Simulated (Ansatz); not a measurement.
in.yaml

```yaml
crystal:
  periodic: [false, false, false]
  atoms:
    - {symbol: C, position_ang: [0.032595, 0.635122, 0.000000]}
    - {symbol: O, position_ang: [0.032595, -0.555718, 0.000000]}
    - {symbol: H, position_ang: [-0.905800, 1.252951, 0.000000]}
basis:
  gaussian: {orbitals: 6-31G}
magnetization: {spin_polarized: true, initial_magnetization: 1}
hamiltonian: {xc: {name: B2PLYP}}
correlation: {electrons: outside_noble_gas}
```

```sh
$ ansatz run in.yaml --threads 1 --pin off --events-out ev --progress --plain --max-ram 3020MiB --backend cpu
```

Output:

```
235 factors; integrals over basis functions are off by at most 2.8e-4 eV
mean field evaluation 1: about -3089.4654 eV, gradient 2.1e1 eV
mean field evaluation 2: about -3089.4699 eV, gradient 2.1e1 eV
mean field evaluation 4: about -3091.1178 eV, gradient 1.6e0 eV
mean field evaluation 8: about -3091.1407 eV, gradient 1.2e-1 eV
mean field evaluation 16: about -3091.1416 eV, gradient 5.2e-5 eV
mean field -3091.14163217 eV, -113.5973597312 hartree, gradient 2.0e-6 eV, S^2 0.755027; 0 other end points of the search recorded, 0 dependent functions left out
2 core orbitals not correlated: weight in the atoms' cores, before any rotation towards them, 1.000 or more for the frozen orbitals, at most 0.000 for the correlated occupied ones
reference -3091.14170452 eV, -113.5973623901 hartree; 6, 5 occupied and 12, 13 virtual orbitals, 235 factors
second order -7.45927597 eV of doubles, -0.00000000 eV of singles
Total energy: -3093.15570903 eV, -113.6713756908 hartree
```

Ran on 1 thread of AMD EPYC 7R13, shared host: 0.36 s wall, 0.13 GiB peak host memory.
